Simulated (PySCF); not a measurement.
A series of substituents X on one scaffold: ethyl-X. Isolated molecules, 0 K electronic values unless said otherwise. One relaxed conformer stands for each flexible species; it need not be the lowest. Strings in code marks are SMILES.

The numbers are results of PySCF with B3LYP-D3(BJ)/def2-TZVP, not measurements. All candidates: neutral, multiplicity 1. B3LYP has the VWN-RPA correlation part, as in Gaussian. Delta-SCF ions had no search for a lower state. Excitations are Tamm–Dancoff values on a coarser integration grid. The basis has no diffuse functions, so Rydberg states are missing or too high.

```yaml
vertical ionisation energy (Delta-SCF): 9.96 eV
T1 excitation (TDA): 7.63 eV
HOMO: -7.67 eV
```

Q: Say which member has these values.
(A) `CCN`
(B) `CC[S@](C)=O` (C–C–S–O torsion 44°)
(C) `CCC1CC1` (C–C–C–C torsion 155°)
(D) `CCB(O)O`

A: C, `CCC1CC1` (C–C–C–C torsion 155°). The others give `CC[S@](C)=O` (C–C–S–O torsion 44°): 8.74 eV, 5.08 eV, -6.37 eV; `CCB(O)O`: 10.91 eV, 7.59 eV, -8.49 eV; `CCN`: 9.38 eV, 5.83 eV, -6.57 eV
